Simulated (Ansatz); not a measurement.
# BNH₃+ (SMILES B=[NH2+]): functionals against CCSD(T) at one geometry

The atoms stand at a structure displaced at random from a GFN2-xTB minimum. How far do the functionals agree with CCSD(T) there?

The runs use Ansatz 0.2.0, Gaussian basis; single points in def2-TZVPP.

Cores are frozen in the correlated methods.

## (1) Where the work starts

5 atoms, charge 1, spin multiplicity 1.

Atoms are counted from 1 here; the program's logs count them from 0.

Bond lengths: B1–N2 1.062 Å, B1–H3 1.402 Å, N2–H4 1.047 Å, N2–H5 1.175 Å. Angles: N2–B1–H3 171.9°, B1–N2–H4 136.3°, B1–N2–H5 128.1°, H4–N2–H5 95.2°.

Geometry (Å):

```xyz
5

B     0.32050   -0.49840    0.39490
N    -0.27810    0.24100   -0.07690
H     0.99340   -1.45030    1.17440
H    -1.23630    0.28500   -0.49670
H     0.03750    1.32100   -0.41600
```

## (2) CCSD(T)/def2-TZVPP

File run/in.yaml:

```yaml
crystal:
  periodic: [false, false, false]
  atoms:
    - {symbol: B, position_ang: [0.320500, -0.498400, 0.394900]}
    - {symbol: N, position_ang: [-0.278100, 0.241000, -0.076900]}
    - {symbol: H, position_ang: [0.993400, -1.450300, 1.174400]}
    - {symbol: H, position_ang: [-1.236300, 0.285000, -0.496700]}
    - {symbol: H, position_ang: [0.037500, 1.321000, -0.416000]}
basis:
  gaussian: {orbitals: def2-TZVPP}
total_charge: 1
correlation: {method: ccsd_t}
output: {forces: true}
```

The command line of these runs was not kept.

## (3) PBE0-D4/def2-TZVPP

Changes to run/in.yaml since step 2:

```diff
@@ -11,3 +11,3 @@
 total_charge: 1
-correlation: {method: ccsd_t}
-output: {forces: true}
+hamiltonian: {xc: pbe0, dispersion: d4}
+output: {forces: true, orbitals: {seedname: orbitals}}
```

## (4) wB97M-V/def2-TZVPP

Changes to run/in.yaml since step 3:

```diff
@@ -11,3 +11,3 @@
 total_charge: 1
-hamiltonian: {xc: pbe0, dispersion: d4}
-output: {forces: true, orbitals: {seedname: orbitals}}
+hamiltonian: {xc: {name: wB97M-V}}
+output: {forces: true}
```

## (5) r2SCAN-D4/def2-TZVPP

Changes to run/in.yaml since step 4:

```diff
@@ -11,3 +11,3 @@
 total_charge: 1
-hamiltonian: {xc: {name: wB97M-V}}
+hamiltonian: {xc: r2scan, dispersion: d4}
 output: {forces: true}
```

## (6) PBE-D4/def2-TZVPP

Changes to run/in.yaml since step 5:

```diff
@@ -11,3 +11,3 @@
 total_charge: 1
-hamiltonian: {xc: r2scan, dispersion: d4}
+hamiltonian: {xc: pbe, dispersion: d4}
 output: {forces: true}
```

## (7) LC-wPBE/def2-TZVPP

Changes to run/in.yaml since step 6:

```diff
@@ -11,3 +11,3 @@
 total_charge: 1
-hamiltonian: {xc: pbe, dispersion: d4}
+hamiltonian: {xc: {name: LC-wPBE}}
 output: {forces: true}
```

## (8) wB97X-V/def2-TZVPP

Changes to run/in.yaml since step 7:

```diff
@@ -11,3 +11,3 @@
 total_charge: 1
-hamiltonian: {xc: {name: LC-wPBE}}
+hamiltonian: {xc: {name: wB97X-V}}
 output: {forces: true}
```

(Steps that only read results are left out.)

Q: Predict the outcome of this session. Wanted: energy less free atoms, CCSD(T)/def2-TZVPP; RMS force component; RMS force error; HOMO and LUMO, PBE0-D4; T1 diagnostic.

**Answer**, as computed:

```
                                  quantity                                                                                           value
energy less free atoms, CCSD(T)/def2-TZVPP                                                                                   -503.1 kJ/mol
                       RMS force component                                                          12.804 to 13.199 eV/Å over the methods
                           RMS force error  PBE0-D4 0.342, wB97M-V 0.308, r2SCAN-D4 0.328, PBE-D4 0.418, LC-wPBE 0.377, wB97X-V 0.170 eV/Å
                    HOMO and LUMO, PBE0-D4                                                                             -17.81 and -8.49 eV
                             T1 diagnostic                                                                                           0.009
```

**Reading.** Against CCSD(T) the functionals' energies less atoms differ by -112.9 to -62.8 kJ/mol, PBE-D4 by -112.9 kJ/mol. CCSD(T) in triple zeta still lacks some correlation energy of the bonds, so part of these gaps is its own basis error and they don't rank the functionals. On forces the order runs from wB97X-V to PBE-D4. Frozen-core CCSD(T) forces in triple zeta carry basis errors of their own, and this is one geometry, so small gaps rank nothing.
